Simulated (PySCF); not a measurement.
Geometries of 2 isomers of C3H5ClO, from PBE0-D3(BJ)/def2-SVP geometry optimisation, gas phase in PySCF. One conformer each, no zero-point energy, no frequencies.

Question: Which isomer lies lower at this level?
A.
```xyz
10
angstrom
Cl     2.070    0.784    1.078
C      1.208   -0.176   -0.156
C     -0.172    0.370   -0.375
C     -1.312   -0.145    0.379
O     -1.085   -0.529   -0.961
H      1.156   -1.218    0.187
H      1.802   -0.138   -1.079
H     -0.212    1.400   -0.755
H     -2.183    0.500    0.550
H     -1.147   -0.923    1.136
```
B.
```xyz
10
angstrom
O      1.856    0.950    0.070
C      1.438   -0.114   -0.301
C     -0.002   -0.532   -0.214
C     -0.885    0.537    0.387
Cl    -2.583   -0.008    0.470
H      2.124   -0.880   -0.748
H     -0.344   -0.809   -1.227
H     -0.055   -1.468    0.371
H     -0.858    1.457   -0.210
H     -0.565    0.790    1.406
```

Answer: B. That is 3-chloropropanal, `O=CCCCl`, 21.6 kcal/mol below the other.

```json
{"SMILES": "O=CCCCl", "atoms numbered as above": "[O:1]=[CH:2][CH2:3][CH2:4][Cl:5]", "E (Eh)": "-652.08739", "relative (kcal/mol)": "0.0", "relative (kJ/mol)": "0.0", "dipole (D)": "1.85"}
{"SMILES": "ClC[C@@H]1CO1", "atoms numbered as above": "[Cl:1][CH2:2][C@@H:3]1[CH2:4][O:5]1", "E (Eh)": "-652.05295", "relative (kcal/mol)": "21.6", "relative (kJ/mol)": "90.4", "dipole (D)": "0.48"}
```

As drawn, the lower has a C=O bond, which the higher lacks; the higher has a three-membered ring, which the lower lacks.
